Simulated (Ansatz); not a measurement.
Bulk modulus (GPa) of solids drawn from the class of oxides, at two levels: PBE (plane waves, PAW; Ansatz, a quantum-chemistry and plane-wave program), and r²SCAN (PAW; Ansatz).

| solid | PBE | r²SCAN | shift (%) |
|---|---|---|---|
| rutile TiO₂ | 202 | 229 | +13.4 |
| SiO₂ (P4₁2₁2, No. 92) | 15.6 | 14.5 | -7.1 |
| corundum Cr₂O₃ | 206 | 234 | +13.6 |
| corundum (α-Al2O3) | 230 | 256 | +11.3 |
| cubic perovskite BaZrO₃ | 150 | 163 | +8.7 |
| hematite (α-Fe2O3) | 170 | 210 | +24 |
| rutile SnO₂ | 167 | 203 | +22 |
| antiferromagnetic (type II) rock-salt NiO | 193 | 217 | +12.4 |
| rock-salt CaO | 105 | 117 | +11.4 |
| cubic perovskite BaHfO₃ | 155 | 171 | +10.3 |

The shifts run from -7.1 % to +24 %, with a median of +11.9 %.

Over all 10 rows r²SCAN is the larger in 9.

Database compounds that came out metallic weren't drawn.

Ansatz's runs of these crystals have no spin polarisation, but for corundum Cr2O3, hematite (α-Fe2O3), antiferromagnetic (type II) rock-salt NiO.

Density-functional runs with spin start from opposed moments for corundum Cr2O3, opposed moments for hematite (α-Fe2O3), opposed moments for antiferromagnetic (type II) rock-salt NiO.

Spin–orbit coupling is left out, also for the solids with elements from indium on (cubic perovskite BaZrO3, rutile SnO2, cubic perovskite BaHfO3); its size isn't shown.

Each level is taken at its own relaxed cell. Ansatz's density-functional and Hartree–Fock values are scalar-relativistic unless marked +SOC, with PAW data made under PBE.
